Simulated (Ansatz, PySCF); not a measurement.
Reaction (SMILES): N (NH3) -> [NH3+] + e-
Geometries: B3LYP-D3(BJ)/def2-TZVP minima from Ansatz (a first-principles code).

Wanted: adiabatic ionisation energy (0 K, with B3LYP-D3(BJ) harmonic zero-point energies from PySCF), in eV. Cores are frozen in the correlated levels unless marked. UHF or UKS for open shells. No spin-orbit coupling. No relativistic terms. CBS marks a two-point X^-3 extrapolation of the correlation energy; Hartree-Fock from the larger set.

Measured: 10.07 eV (CCCBDB table in ASE); it holds spin-orbit effects, which all levels lack. This is an older compilation, not checked against later work.

```tsv
level	program	adiabatic ionisation energy (eV)	error against measurement
HF/6-31G*	Ansatz	8.42	-1.65
HF-D4/def2-TZVPD	PySCF + dftd4	8.60	-1.47
wB97X-V/def2-TZVPD	Ansatz	10.12	0.05
CCSD/aug-cc-pVTZ	Ansatz	10.01	-0.06
CCSD/CBS(def2-TZVPP,def2-QZVPP)	Ansatz	10.08	0.01
CCSD(T)/6-31G*	Ansatz	9.38	-0.69
CCSD(T)/CBS(aug-cc-pVTZ,aug-cc-pVQZ)	Ansatz	10.18	0.11
```
